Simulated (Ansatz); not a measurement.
Computed with Ansatz on PBE0-D4/def2-TZVP structures; ΔE is electronic, products minus reactants. CCSD(T)/CBS is the MP2 limit (def2-TZVPP, def2-QZVPP) plus CCSD(T) − MP2 in def2-TZVPP, frozen cores. This one scheme is used for every species. Functionals use def2-TZVPP. Each species was taken in one conformer, which may not be the lowest.

Reaction (substitution at a C–N bond): `C=CN=C` + `C=CCS` → `C=CCSC=C` + `C=N`

(1) Is it downhill or uphill in electronic energy at CCSD(T)/CBS, and by how much? (Estimate.)

(2) What do these levels give: PBE0-D4, ωB97X-V, ωB97M-V, PBE, CCSD/def2-TZVPP, CCSD/CBS(def2)? (Best estimate.)

Largest T1 diagnostic among the species: 0.012.

Answers

(1) Computed: Downhill: ΔE = -0.9 kcal/mol.

(2) The calculation gave: PBE0-D4 -0.3, ωB97X-V -0.6, ωB97M-V -0.8, PBE 0.5, CCSD/def2-TZVPP 0.0, CCSD/CBS(def2) -0.5 kcal/mol.

The D4 term adds −1.5 kcal/mol with B3LYP and −0.9 kcal/mol with PBE0; it sums over pairs of atoms, weighted by their polarisabilities, and B3LYP, whose exchange is more repulsive, gets the larger term. In def2-TZVPP, CCSD(T) changes the Hartree–Fock value by −3.0 kcal/mol (the triples alone add −0.4 kcal/mol) and MP2 by −4.1 kcal/mol.

B3LYP here is the variant with VWN-RPA as its local correlation; programs differ in this.
